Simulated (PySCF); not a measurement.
Method: ωB97X-D3(BJ)/def2-TZVP // B3LYP-D3(BJ)/def2-TZVP run with PySCF 2.14.0. All species are isolated molecules in the gas phase. 

Reference species (SMILES): `N#[C]` (neutral, multiplicity 2).

dipole moment: 1.50 D

Changed species: `[GeH3]` (radical fragment; the reference has radical fragment).

### Question
Give the shifts of the dipole moment.

### Answer
the dipole moment drops by 1.44 D, to 0.06 D.
